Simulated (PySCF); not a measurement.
Species: propanamide, C3H7NO.
Numbering: `[CH3:1][CH2:2][C:3]([NH2:4])=[O:5]` (hydrogens: H6, H7, H8 on C1; H9, H10 on C2; H11, H12 on N4)

A linear-response calculation (PySCF, def2-SVPD basis, gas phase, vertical, core orbitals frozen in the response) gave these numbers; the functional is withheld.

Orbital energies (eV): HOMO-3 -11.70, HOMO-2 -11.16, HOMO-1 -9.36, HOMO -8.90, LUMO 1.13, LUMO+1 1.65, LUMO+2 1.84.

```
state  E (eV)       f     main configurations (H = HOMO, L = LUMO)
   S1    5.74  0.0002                     H→L+1 (79%), H→L+2 (12%)
   S2    7.13   0.027                                    H→L (86%)
   S3    7.17   0.012                                  H-1→L (85%)
   S4    7.58   0.134     H-1→L+1 (67%), H→L+2 (12%), H-1→L+2 (8%)
   S5    8.10   0.028        H→L+2 (57%), H→L+1 (11%), H→L+3 (10%)
   S6    8.38  0.0021  H-1→L+2 (47%), H-1→L+3 (15%), H-1→L+4 (15%)
```

Triplets (Tamm–Dancoff): T1 5.26 eV, H→L+1 (77%), H→L+2 (12%); T2 5.71 eV, H-1→L+1 (73%), H-1→L+2 (12%); T3 6.88 eV, H-1→L (78%), H-1→L+2 (9%); T4 7.02 eV, H→L (89%).

Vertical ionisation energy by ΔSCF with the same functional: 9.82 eV. Mean static polarisability: 49.7 au.

**Question.** Which of these was used?
A. B3LYP
B. CAM-B3LYP
C. PBE
D. HF

**Answer.** B. CAM-B3LYP is range-separated, 19% exact exchange at short range and 65% at long range (ω = 0.33 bohr⁻¹). In this run −ε(HOMO) = 8.90 eV differs from the ΔSCF value by -0.92 eV, and S1 differs from the orbital gap of 10.03 eV by -4.29 eV. The ratio −ε(HOMO)/IP is 0.91. Small neutral molecules mostly give 0.85 to 0.93 with CAM-B3LYP, 0.5 to 0.7 with PBE, 0.67 to 0.83 with B3LYP; with Hartree–Fock the ratio is 1 or more (Koopmans' value less the relaxation energy is the ΔSCF value).

Theory: TDDFT CAM-B3LYP/def2-SVPD, vertical, gas phase, core orbitals frozen in the response (PySCF). Geometry: PBE0-D3(BJ)/def2-SVP, one conformer, isolated molecule.

Time: 68 s. Hardware: one thread, Arm Neoverse V1, on a shared host.

Conformer computed: `[CH3:1][CH2:2][C:3]([NH2:4])=[O:5]`: C1–C2–C3–N4 -171°, H–N4–C3–C2 1°, H–N4–C3–C2 -178°.
